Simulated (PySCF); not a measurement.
**SH2: rigid scans about the minimum**

Aim: map the energy of singlet SH2 about its wB97X minimum, with rigid distortions.

Program: PySCF 2.14.0. Level of theory: wB97X, basis S def2-TZVP, H def2-TZVP, no relativity, density fitting. These are calculated values, not measurements.

### Step 1. The system as given

3 atoms, charge 0, spin multiplicity 1.

Bond lengths: S1–H2 1.337 Å, S1–H3 1.337 Å. Angles: H2–S1–H3 92.7°.

```xyz
3
charge 0 multiplicity 1
S     0.0000    0.0000    0.0000
H     0.9673    0.0000    0.9223
H    -0.9673    0.0000    0.9223
```

### Step 2. Breathing scan

One driver script runs all scans and calls PySCF for each point, on a (75, 302) grid.

Command:

```sh
$ OMP_NUM_THREADS=2 python axn.py task.json out
```

A rigid scan with wB97X: all bonds to the central atom are scaled together. Each point starts from its neighbour's orbitals, and energies count from the minimum.

| scale of all bonds to the centre | energy (kJ/mol) | dipole size (D) |
| --- | --- | --- |
| 0.88 | 91.6 | 1.17 |
| 0.92 | 36.9 | 1.18 |
| 0.96 | 8.4 | 1.18 |
| 1.00 | 0.0 | 1.19 |
| 1.04 | 7.0 | 1.18 |
| 1.08 | 25.6 | 1.18 |
| 1.14 | 69.2 | 1.17 |
| 1.22 | 145.7 | 1.14 |
| 1.35 | 290.9 | 1.09 |

The scan took 3.7 s on 2 threads of AMD EPYC 7R43 (Zen 3), shared host.

### Step 3. Stretching one bond

A rigid scan with wB97X: the bond from S to the last atom (H) is scaled and the rest held.

| scale of one bond | energy (kJ/mol) | dipole size (D) |
| --- | --- | --- |
| 0.92 | 18.5 | 1.18 |
| 0.96 | 4.2 | 1.19 |
| 1.00 | 0.0 | 1.19 |
| 1.05 | 5.4 | 1.19 |
| 1.12 | 26.6 | 1.18 |
| 1.20 | 62.9 | 1.17 |
| 1.35 | 146.4 | 1.15 |
| 1.55 | 260.7 | 1.10 |
| 1.80 | 384.5 | 1.05 |
| 2.20 | 529.5 | 1.00 |

The scan took 4.3 s.

A restricted determinant lies too high at long bonds, where the pair should uncouple.

### Step 4. Bending curve

A rigid scan with wB97X: the H–S–H angle changes, with bonds held.

| bond angle (°) | energy (kJ/mol) | dipole size (D) |
| --- | --- | --- |
| 80 | 11.7 | 1.18 |
| 90 | 0.5 | 1.18 |
| 100 | 3.7 | 1.19 |
| 110 | 20.3 | 1.21 |
| 120 | 49.4 | 1.21 |
| 130 | 89.2 | 1.20 |
| 140 | 137.4 | 1.16 |
| 150 | 190.3 | 1.07 |
| 160 | 241.6 | 0.87 |
| 170 | 281.0 | 0.51 |
| 180 | 296.2 | 0.00 |

The scan took 4.8 s.

### Step 5. Bend–stretch map

A rigid scan with wB97X: rows scale both bonds, columns set the H–S–H angle.

Energy (kJ/mol):

| scale \ angle | 90 | 105 | 120 | 135 | 150 | 165 | 180 |
| --- | --- | --- | --- | --- | --- | --- | --- |
| 0.94 | 20.7 | 29.2 | 68.0 | 131.2 | 207.5 | 276.3 | 305.6 |
| 0.97 | 5.3 | 14.6 | 53.5 | 116.7 | 193.9 | 264.9 | 295.7 |
| 1.00 | 0.5 | 10.4 | 49.4 | 112.4 | 190.3 | 263.6 | 296.2 |
| 1.03 | 4.4 | 14.8 | 53.6 | 116.4 | 194.7 | 270.4 | 305.1 |
| 1.06 | 15.3 | 26.1 | 64.6 | 126.9 | 205.5 | 283.5 | 320.8 |
| 1.10 | 38.4 | 49.6 | 87.5 | 148.9 | 227.3 | 308.4 | 349.8 |

The map took 21 s.

Best bond scale on the grid: 1.00 at 90°, 1.00 at 105°, 1.00 at 120°, 1.00 at 135°, 1.00 at 150°, 1.00 at 165°, 0.97 at 180°.

### Step 6. Map over both bonds

A rigid scan with wB97X: rows scale the first bond (S–H), columns the second (S–H).

Energy (kJ/mol):

| scale \ scale | 0.94 | 0.97 | 1.00 | 1.04 | 1.09 | 1.15 |
| --- | --- | --- | --- | --- | --- | --- |
| 0.94 | 19.8 | 12.2 | 9.9 | 13.5 | 25.9 | 49.1 |
| 0.97 | 12.2 | 4.6 | 2.3 | 5.8 | 18.3 | 41.5 |
| 1.00 | 9.9 | 2.3 | 0.0 | 3.5 | 15.9 | 39.1 |
| 1.04 | 13.5 | 5.8 | 3.5 | 7.0 | 19.4 | 42.5 |
| 1.09 | 25.9 | 18.3 | 15.9 | 19.4 | 31.8 | 54.8 |
| 1.15 | 49.1 | 41.5 | 39.1 | 42.5 | 54.8 | 77.8 |

The map took 14 s on 2 threads of AMD EPYC 7R43 (Zen 3), shared host.

### Step 7. Summary of results

```
                quantity         value
    all bonds 4 % longer    7.0 kJ/mol
    one bond 20 % longer   62.9 kJ/mol
linear shape, bonds held  296.2 kJ/mol
```

What this shows: Shortening all bonds by 4 % costs 8.4 kJ/mol and lengthening them 7.0: the wall is steeper on the short side. Held rigid otherwise, the linear shape costs 296 kJ/mol.
